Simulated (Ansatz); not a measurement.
Cartesian coordinates (Å):
```xyz
1

F      0.0000     0.0000     0.0000
```
Charge 0, spin multiplicity 2.

These are frozen-core CCSD(T)/cc-pVTZ (Ansatz, a program for electronic structure) values and carry that method's errors.

```yaml
HF energy: -99.40552 Ha
MP2 correlation energy: -0.19983 Ha
```

**Question.** Estimate the CCSD correlation energy, the (T) correction, the total energy and the T1 diagnostic.

**Answer.** 
```json
{
 "CCSD correlation energy": "-0.21125 Ha",
 "(T) correction": "-0.00359 Ha",
 "CCSD(T) total energy": "-99.62036 Ha",
 "T1 diagnostic": "0.005"
}
```
